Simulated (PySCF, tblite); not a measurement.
**Complex of hydrogen chloride and dinitrogen**

A gas-phase complex of hydrogen chloride and dinitrogen; neutral, singlet. The structure comes from a short search (6 tight-binding starts) and was relaxed by PBE0-D3(BJ)/def2-TZVPD; another way of binding may lie lower. Frequencies by PBE0-D3(BJ)/def2-TZVPD show no clear imaginary mode.

Parts: 1 = hydrogen chloride (Cl), atoms 1–2; 2 = dinitrogen (N#N), atoms 3–4.

```xyz
4

Cl   -0.114   -0.656    0.425
H     0.318    0.405   -0.150
N     1.110    2.147   -1.513
N     1.476    2.861   -2.250
```
Atoms count from 1 in this order.

Contacts between parts, classed by geometry: H2···N3 2.350 Å (hydrogen bond, 171°).

Interaction energies are complex less parts, with the parts frozen as they stand in it; counterpoise-corrected, in kcal/mol (PySCF). The CCSD(T) estimate is Hartree-Fock/aug-cc-pVQZ, plus the MP2 correlation part extrapolated as X⁻³ from aug-cc-pVTZ and aug-cc-pVQZ, plus CCSD(T) less MP2 in aug-cc-pVDZ; noble-gas cores are frozen. It isn't the exact limit.

| level | interaction | superposition error removed |
| --- | --- | --- |
| Hartree-Fock/aug-cc-pVQZ | -0.04 | - |
| wB97M-D3(BJ)/def2-TZVPD | -1.19 | -0.08 |
| PBE0-D3(BJ)/def2-TZVPD | -1.43 | -0.10 |
| MP2/aug-cc-pVQZ | -1.51 | -0.23 |

Task: What does CCSD(T) at its estimated basis limit give, and which of these levels comes nearest?

Result: -1.31 kcal/mol. wB97M-D3(BJ)/def2-TZVPD and PBE0-D3(BJ)/def2-TZVPD and MP2/aug-cc-pVQZ come equally near, within the error of the estimate; the errors are Hartree-Fock/aug-cc-pVQZ +1.27, wB97M-D3(BJ)/def2-TZVPD +0.12, PBE0-D3(BJ)/def2-TZVPD -0.12, MP2/aug-cc-pVQZ -0.20.

Task: What holds them together? Decompose the wB97M-D3(BJ)/def2-TZVPD energy: frozen parts, their antisymmetrised product, then relaxation.

Result: electrostatic -1.7, Pauli repulsion +1.9, orbital relaxation -0.9, dispersion correction -0.5 kcal/mol, which sum to the value before the counterpoise correction; the Pauli term holds the exchange-correlation of the frozen density too. Of the attraction, 54 % is electrostatic, 29 % is orbital relaxation, 17 % is dispersion correction.

The parts were also relaxed and run alone, at the levels used for the complex: vibrations by PBE0-D3(BJ)/def2-TZVPD; shieldings by PBE0/pcSseg-2; core levels by delta-SCF with SCAN, pcX-2 on the ionised atom and pcseg-1 elsewhere, spin-free X2C (2p3/2 is the spin-free 2p value less a third of a first-order spin-orbit splitting).

Task: What does binding change?

Result: 
```json
{"property": "Cl1–H2 bond (Å)", "alone": "1.279", "in the complex": "1.282", "change": "+0.002"}
{"property": "stretch carried by H2 (cm⁻¹, harmonic)", "alone": "2998", "in the complex": "2968", "change": "-30"}
{"property": "its infrared intensity (km/mol)", "alone": "47", "in the complex": "192", "change": ""}
{"property": "shielding of H2 (ppm)", "alone": "30.67", "in the complex": "30.23", "change": "-0.44"}
{"property": "shielding of N3 (ppm)", "alone": "-86.7", "in the complex": "-79.5", "change": "+7.2"}
{"property": "shielding of Cl1 (ppm)", "alone": "945.4", "in the complex": "945.8", "change": "+0.5"}
{"property": "Cl1 2p3/2 core level (eV)", "alone": "207.39", "in the complex": "207.05", "change": "-0.34"}
{"property": "N3 1s core level (eV)", "alone": "409.84", "in the complex": "410.31", "change": "+0.47"}
{"property": "N4 1s core level (eV)", "alone": "409.84", "in the complex": "410.35", "change": "+0.51"}
```

The core-hole states of N3, N4 are spin-contaminated (⟨S²⟩ 0.82, 0.82 against 0.75 for a pure doublet), so those values and differences from them are less sure.

Task: What are the binding energy from relaxed parts (wB97M-D3(BJ)/def2-TZVPD), and ΔH and ΔG of association at 298.15 K and 1 atm?

Result: -1.19 kcal/mol, -0.38 with zero-point energy; ΔH -0.5 and ΔG +5.4 kcal/mol, from harmonic vibrations by PBE0-D3(BJ)/def2-TZVPD with low modes damped.
